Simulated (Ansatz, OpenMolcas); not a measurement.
**Worked example: the enthalpy of formation of N2H (dinitrogen monohydride)**

N2H has 3 atoms, charge 0, and is taken as a doublet. As SMILES, `[N]=N`. The shape is that of a PBE0-D4/def2-TZVP optimisation.

```jsonl
{"atom": "N", "x (Å)": "0.7105", "y (Å)": "-0.6067", "z (Å)": "0.3262"}
{"atom": "N", "x (Å)": "-0.2687", "y (Å)": "-0.2177", "z (Å)": "-0.1701"}
{"atom": "H", "x (Å)": "-0.4419", "y (Å)": "0.8244", "z (Å)": "-0.1561"}
```

Total energies at UHF/def2-TZVPPD (OpenMolcas 26.06); the atoms run unrestricted:

| species | state | energy (Eh) |
| --- | --- | --- |
| N2H | doublet | -109.473273 |
| N | quartet | -54.402769 |
| H | doublet | -0.499810 |

Harmonic wavenumbers at UPBE0-D4/def2-TZVP, in cm⁻¹: 1115, 1916, 2825.

Measured heats of formation of the gaseous atoms at 298.15 K, in kJ/mol: N 472.4, H 218.0. Take 1 Eh = 2625.50 kJ/mol, 1 cm⁻¹ = 0.0119627 kJ/mol, RT = 2.479 kJ/mol.

What heat of formation follows?


1. Electronic atomisation energy: 2 × (-54.402769) + (-0.499810) − (-109.473273) = 0.167925 Eh = 440.9 kJ/mol.
2. Zero-point energy: half the sum of the wavenumbers, 2928 cm⁻¹ = 35.0 kJ/mol.
3. Thermal vibrational enthalpy, Σ hcν̃/(exp(hcν̃/kT) − 1): 0.1 kJ/mol. Translation, rotation and pV of a non-linear molecule: 4 RT = 9.9 kJ/mol.
4. The 3 free atoms carry 5/2 RT each: 18.6 kJ/mol.
5. Atomisation enthalpy at 298 K: 440.9 − 35.0 − 0.1 − 9.9 + 18.6 = 414.5 kJ/mol.
6. Sum of the atoms' heats of formation: 1162.8 kJ/mol. Heat of formation: 1162.8 − 414.5 = +748.3 kJ/mol.

The tabulated value is +249.5 kJ/mol (Active Thermochemical Tables), so this level is off by +498.8 kJ/mol, or 54.6 % of the atomisation enthalpy. Hartree–Fock leaves out correlation, which is larger in the molecule than in the atoms, so it underbinds and puts the heat of formation too high. Anharmonicity and any spin-orbit splitting of the molecule are left out.
